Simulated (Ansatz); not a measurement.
hcp Hf, treated with r²SCAN in Ansatz (plane waves, PAW).

A perfect cell of 2 atoms has -31466.1225 eV. A cell of 36 sites with one atom taken out, atoms relaxed at the host's volume, has -550654.5744 eV. Energies are extrapolated to zero smearing.

Defect cell: Settings: plane-wave cutoff 500 eV, 5×5×5 k mesh, Fermi–Dirac smearing 0.1 eV, cell of 36 sites, scalar-relativistic PAW data made under PBE.

Perfect cell: Numerical settings: plane-wave cutoff 500 eV, 15×15×10 k mesh (along the axes of the cell as run), Fermi–Dirac smearing 0.1 eV, scalar-relativistic PAW data made under PBE.

Q: Work out the vacancy formation energy.

A: E_f = E(35) − 35 × E_bulk per atom = -550654.5744 − 35 × (-31466.1225/2) = 2.57 eV. Before relaxation the value is 2.61 eV.

The cell is finite, so the vacancy feels its images.

Note: energies are extrapolated to zero smearing, and mesh and cell size move such values by some hundredths of an eV or more.

Ansatz is a program for electronic structure.
